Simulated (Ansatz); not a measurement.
Geometry optimisation, UKS CAM-B3LYP-D4/def2-SVP (Ansatz).

Input file:

```yaml
crystal:
  periodic: [false, false, false]
  atoms:
    - { symbol: C, position_ang: [-1.1518, 0.7816, -0.8579] }
    - { symbol: C, position_ang: [-0.3617, 0.2271, -0.2545] }
    - { symbol: C, position_ang: [0.66, -0.4921, 0.4907] }
    - { symbol: O, position_ang: [0.243, -1.6324, 0.8877] }
    - { symbol: H, position_ang: [-1.9577, 1.3281, -1.4281] }
    - { symbol: H, position_ang: [1.5694, -0.4976, -0.1638] }
    - { symbol: H, position_ang: [1.06, 0.2174, 1.2802] }
magnetization:
  spin_polarized: true
  initial_magnetization: 1
basis:
  gaussian: { orbitals: def2-SVP }
hamiltonian:
  xc: cam_b3lyp
  dispersion: d4
relax:
  f_tol: 0.02
  max_steps: 50
```

Command:

```bash
$ ansatz run input.yaml --threads 2 --pin off --max-ram 3072MiB --backend cpu --events-out ev --progress --plain --runs-dir out
```

Question: Where does it end, and by what steps?

Answer: It converged. After 7 steps the energy has fallen by 0.613 eV; O4 moved furthest, 0.14 Å.

```csv
step,energy less start (eV),largest force component (eV/Å),accepted
0,0.0000,7.736,yes
1,-0.5523,1.516,yes
2,-0.6009,0.729,yes
3,-0.6120,0.109,yes
4,-0.6124,0.061,yes
5,-0.6125,0.032,yes
6,-0.6126,0.026,yes
7,-0.6126,0.001,yes
```

```xyz
7
Properties=species:S:1:pos:R:3
C -1.224 0.842 -0.902
C -0.371 0.257 -0.284
C 0.673 -0.457 0.470
O 0.349 -1.677 0.960
H -1.987 1.362 -1.452
H 1.589 -0.567 -0.155
H 1.031 0.172 1.317
```

Whether the end is a true minimum wasn't checked by a vibrational analysis.

Run time: 16 s on 2 threads of Intel(R) Xeon(R) Platinum 8488C (Sapphire Rapids), on a shared host, peak memory 0.2 GiB.
